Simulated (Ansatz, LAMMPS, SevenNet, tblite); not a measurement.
**Ladder of methods for the LO phonon frequency at X of 3C-SiC**

Reference value: 829 cm⁻¹ (measured, temperature not stated, no zero-point or thermal correction; as tabulated in Wang et al. (1996), arXiv:mtrl-th/9510002).

### Question
What do EDIP SiC.edip, GFN1-xTB, SevenNet-l3i5, PBE, HSE06 give, and how far is each from the reference?

### Answer

```
level (code)            value (cm⁻¹)  cell (Å³/atom)  difference (%)
----------------------  ------------  --------------  --------------
EDIP SiC.edip (LAMMPS)           953           10.38           +15.0
GFN1-xTB (tblite)                706           11.27           -14.8
SevenNet-l3i5                    739           10.50           -10.9
PBE (Ansatz)                     804           10.50            -3.0
HSE06 (Ansatz)                   847           10.28            +2.2
```

Once the reference is moved by up to 3.0 % (a margin picked here for doubts on the reference and the settings, and for temperature and zero-point motion) and values within 1.0 % count as equal, the nearest can be HSE06 (+2.2 %) or PBE (-3.0 %). By the same margin the farthest can be EDIP SiC.edip (+15.0 %) or GFN1-xTB (-14.8 %).

The reference isn't brought to a static lattice, while the calculations are for one, so the differences are not the levels' errors alone.  GFN1-xTB: the method was fitted mainly to molecules. GFN1-xTB: the run uses a supercell at the zone centre in place of a k mesh. Each level is taken at its own relaxed cell. K meshes differ between the levels. Ansatz's density-functional and Hartree–Fock values are scalar-relativistic unless marked +SOC, with PAW data made under PBE.

Empirical potentials (EDIP SiC.edip) are fitted to chosen data: where that held the value shown, agreement is built in, and what lay outside the fit can be far off. Machine-learned potentials (SevenNet-l3i5) are trained on DFT data: a solid inside that data is no test of them.

Differences are worked out from the printed values.

Ansatz is a first-principles code.
